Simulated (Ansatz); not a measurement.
```yaml
crystal:
  periodic: [false, false, false]
  atoms:
    - {symbol: Ga, position_ang: [-0.523154, -1.513234, -0.011776]}
    - {symbol: Ga, position_ang: [-0.230722, 1.584400, 0.012332]}
    - {symbol: S, position_ang: [1.548496, -0.146177, -0.001142]}
    - {symbol: H, position_ang: [2.887096, -0.272540, -0.002129]}
basis:
  gaussian: {orbitals: def2-TZVP}
magnetization: {spin_polarized: true, initial_magnetization: 1}
hamiltonian: {xc: pbe0}
relax: {f_tol: 0.004, max_steps: 80}
```

```sh
$ ansatz run in.yaml --threads 1 --pin off --events-out ev --progress --plain --max-ram 2176MiB
```

Steps of the relaxation (energy above the last step; positions in Å, forces in eV/Å):

```
4
step 1, 14.0 meV
Ga   -0.523   -1.513   -0.012    0.200    0.171    0.001
Ga   -0.231    1.584    0.012    0.164   -0.206   -0.002
S     1.548   -0.146   -0.001   -0.574    0.054    0.000
H     2.887   -0.273   -0.002    0.210   -0.020    0.000
```

```
4
step 2, 2.1 meV
Ga   -0.513   -1.472   -0.011    0.050   -0.015    0.000
Ga   -0.229    1.542    0.012    0.052    0.005    0.000
S     1.540   -0.145   -0.001   -0.215    0.020    0.000
H     2.884   -0.272   -0.002    0.113   -0.011    0.000
```

```
4
step 3, 0.2 meV
Ga   -0.505   -1.485   -0.012    0.012   -0.009    0.000
Ga   -0.218    1.553    0.012    0.013    0.006    0.000
S     1.529   -0.144   -0.001   -0.062    0.006    0.000
H     2.876   -0.271   -0.002    0.037   -0.004    0.000
```

```
4
step 4, 0.0 meV
Ga   -0.502   -1.492   -0.012    0.001   -0.001    0.000
Ga   -0.214    1.559    0.012    0.001    0.001    0.000
S     1.524   -0.144   -0.001    0.007   -0.001    0.000
H     2.873   -0.271   -0.002   -0.010    0.001    0.000
```

```
4
step 5, 0.0 meV
Ga   -0.501   -1.493   -0.012    0.000    0.000    0.000
Ga   -0.213    1.560    0.012    0.000    0.000    0.000
S     1.523   -0.144   -0.001   -0.001    0.000    0.000
H     2.873   -0.271   -0.002    0.001    0.000    0.000
```

Close pairs at the end: S3–H4 1.355 Å, Ga1–S3 2.433 Å, Ga2–S3 2.433 Å, Ga1–Ga2 3.066 Å.

A stationary point of unrestricted PBE0 after 5 steps, with ⟨S²⟩ = 0.759 against 0.75 for a pure state; no frequencies were run, so it isn't proven a minimum. 77 s on 1 thread of Intel Xeon Platinum 8488C, shared host.
